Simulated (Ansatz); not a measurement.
C$_{2}$H$_{6}$B, doublet: at the end structure of a reaction step.

in.yaml

```yaml
crystal:
  periodic: [false, false, false]
  atoms:
    - {symbol: H, position_ang: [-0.865048, -0.002289, -1.022188]}
    - {symbol: B, position_ang: [0.433992, -1.227464, -0.229977]}
    - {symbol: C, position_ang: [0.042403, 0.259686, -0.408447]}
    - {symbol: C, position_ang: [-0.348099, 1.067356, 0.759195]}
    - {symbol: H, position_ang: [0.977491, -1.807730, -1.125315]}
    - {symbol: H, position_ang: [0.097092, -1.835604, 0.745624]}
    - {symbol: H, position_ang: [0.670739, 0.805051, -1.116611]}
    - {symbol: H, position_ang: [-0.091334, 2.115763, 0.830346]}
    - {symbol: H, position_ang: [-0.917337, 0.625229, 1.567374]}
basis:
  gaussian: {orbitals: "def2-QZVPP.json"}
magnetization: {spin_polarized: true, initial_magnetization: 1}
correlation: {method: mp2}
scf: {omitted_lower_state_checks: [cluster_reference]}
```

The basis file named in the input lies beside it (Basis Set Exchange, JSON).

Launched with

```bash
ansatz run in.yaml --threads 2 --pin off --events-out ev --progress --plain --max-ram 4352MiB
```

Output of Ansatz 0.2.0:

```
Functional definition: HF
  name "HF"
  cite "Fock, Z. Phys. 61, 126 (1930) doi:10.1007/BF01340294"
  parent pbe
  exchange = exact_x
  correlation = 0
these checks for a lower state are left out or cut short: cluster_reference
2070 factors; integrals over basis functions are off by at most 8.6e-4 eV
mean field evaluation 1: about -2824.0426 eV, gradient 2.1e1 eV
mean field evaluation 2: about -2824.0433 eV, gradient 2.1e1 eV
mean field evaluation 4: about -2826.8289 eV, gradient 2.6e0 eV
mean field evaluation 8: about -2826.9054 eV, gradient 1.3e-1 eV
mean field -2826.90570906 eV, -103.8868686625 hartree, gradient 1.5e-6 eV, S^2 0.764505; 0 other end points of the search recorded, 0 dependent functions left out
3 core orbitals not correlated: weight in the atoms' cores, before any rotation towards them, 1.000 or more for the frozen orbitals, at most 0.000 for the correlated occupied ones
reference -2826.90570906 eV, -103.8868686625 hartree; 9, 8 occupied and 339, 340 virtual orbitals, 2070 factors
second order -12.24185075 eV of doubles, -0.00000000 eV of singles
Total energy: -2839.14755981 eV, -104.3367483798 hartree
Checks for a lower state left out: cluster_reference
```

The lines “mean field evaluation” count trial sets of orbitals through the whole run, from several starts and some on an approximate energy, so they need not fall steadily or lie above the final value.

The run took 18 s on 2 CPU threads of an Intel Xeon Platinum 8175M (shared host), with 1.5 GiB of host memory at its peak.
